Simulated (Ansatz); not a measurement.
# Structure relaxation of MgBe3

Method: DFT PBE, scalar-relativistic, plane waves, PAW (Ansatz). Cutoff 420 eV, Γ-centred k mesh, Gaussian smearing, no spin polarisation in the final step.

The start is a random cell of MgBe3 with space group R3m (No. 160), drawn with lower limits on the distances.

```
Mg Be
1.0
     2.10384    1.21466    3.66376
    -2.10384    1.21466    3.66376
     0.00000   -2.42931    3.66376
Mg Be
1 3
Direct
  0.45228 0.45228 0.45228
  0.50000 0.12500 0.12500
  0.12500 0.50000 0.12500
  0.12500 0.12500 0.50000
```

Cell and atoms relax at zero pressure; the relaxation can't lower the symmetry of the start. After a coarse first stage the cell is made exact in the group found at 0.06 Å.

The zero of energy is the elements' standard structures at the same level; no fitted shifts are applied.

Task: Which crystal results?

Result: It keeps R3m (No. 160). Conventional cell: a = 4.078 Å, c = 12.897 Å. Mg is coordinated by 9 Be at 2.71–2.76 Å; around Be lie 4 Be at 2.03–2.05 Å.

```
Mg Be
1.0
     2.03892    1.17717    4.29901
    -2.03892    1.17717    4.29901
     0.00000   -2.35435    4.29901
Mg Be
1 3
Direct
  0.44274 0.44274 0.44274
  0.58516 0.08719 0.08719
  0.08719 0.58516 0.08719
  0.08719 0.08719 0.58516
```

Task: What are its volume, energy, density and gap?

Result: The volume per atom is 15.48 Å³, the density is 1.38 g/cm³ and the energy over the elements is 0.60 eV/atom. The gap on the 12×12×12 mesh is 0 eV (a metal).

The final run used a 12×12×12 mesh on its 4-atom cell and 0.10 eV smearing. The k mesh leaves about 4 meV/atom of noise in metals. Symmetry constrained the relaxation, so the result can be a saddle point.

Cost: 2 runs of about 1.8 core-minutes in all, on Arm Neoverse V1 (shared hosts).